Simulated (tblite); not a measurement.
C3H5ClF (doublet state).
SMILES with atom numbers: `[CH3:1][CH2:2][C:3]([F:4])[Cl:5]` (hydrogens: H6, H7, H8 on C1; H9, H10 on C2)

Computed geometry: GFN2-xTB, gas phase. This method treats the open shell by occupation alone, without spin polarisation.

(1) Give the optimised bond lengths and angles.

Answers

(1) 
| bond | length (bohr) | order |
| --- | --- | --- |
| C1–C2 | 2.908 | single |
| C2–C3 | 2.803 | single |
| C3–F4 | 2.558 | single |
| C3–Cl5 | 3.221 | single |
| C1–H6, C1–H7, C1–H8 | 2.054 | single |
| C2–H9, C2–H10 | 2.062 | single |

Bonds in one row agree within 0.02 bohr and their mean is given. Orders are formal, as drawn. A selection of angles:
| angle | degrees |
| --- | --- |
| C2–C1–H6 | 110.3 |
| H6–C1–H7 | 108.9 |
| C1–C2–C3 | 112.6 |
| C1–C2–H9 | 109.6 |
| C3–C2–H9 | 108.6 |
| C3–C2–H10 | 107.7 |
| H9–C2–H10 | 109.0 |
| C2–C3–F4 | 116.2 |
| C2–C3–Cl5 | 120.5 |
| F4–C3–Cl5 | 112.7 |

Torsions: C1–C2–C3–F4 73° (synclinal). The mirror-image conformer, all signs reversed, is as good.

The C–C distances run from 1.484 Å (C2–C3, drawn single) to 1.539 Å (C1–C2, drawn single), a spread of 0.055 Å. C3 (carbon bonded to C, Cl and F) has angles 120.5°, 116.2° and 112.7°, sum 349.4°, 0.29 Å off the plane of its three neighbours. Of the pairs four or more bonds apart, Cl5···H6 is among the closest relative to their van der Waals radii: 3.03 Å, 103 % of the sum of Bondi's values.

Point group: C1 (no symmetry element, even within 0.4 Å). Its GFN2-xTB frequencies are all real (lowest 64 cm⁻¹).

The run took 0.27 s on Arm Neoverse V1, one thread, no GPU (shared host). These figures are those of the optimisation.
